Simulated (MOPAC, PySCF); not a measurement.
Stepwise substitution at one centre (Si Cl-Br). Gas-phase values, no solvent. Strings in code marks are SMILES.

Quantity: redistribution energy (mixed species minus the weighted end members), in eV. Semi-empirical values (MOPAC) are differences of heats of formation.

Level 1: B3LYP/3-21G // B3LYP-D3(BJ)/def2-TZVP (PySCF)
Level 2: B3LYP/LANL2DZ // B3LYP-D3(BJ)/def2-TZVP (PySCF)
Level 3: PBE/6-31G* // B3LYP-D3(BJ)/def2-TZVP (PySCF)
Level 4: PM3 // B3LYP-D3(BJ)/def2-TZVP (MOPAC)

```tsv
species	level 1	level 2	level 3	level 4
1 of 4 Cl replaced by Br: `Cl[Si](Br)(Cl)Cl`	-0.019	0.005	0.008	-0.048
2 of 4 Cl replaced by Br: `[Si](Cl)(Cl)(Br)Br`	-0.027	?	0.010	?
3 of 4 Cl replaced by Br: `Br[Si](Cl)(Br)Br`	-0.020	0.004	?	-0.050
```

Q: Fill in the missing entries.

A: 
- 2 of 4 Cl replaced by Br: `[Si](Cl)(Cl)(Br)Br`, level 2: 0.004
- 2 of 4 Cl replaced by Br: `[Si](Cl)(Cl)(Br)Br`, level 4: -0.066
- 3 of 4 Cl replaced by Br: `Br[Si](Cl)(Br)Br`, level 3: 0.007
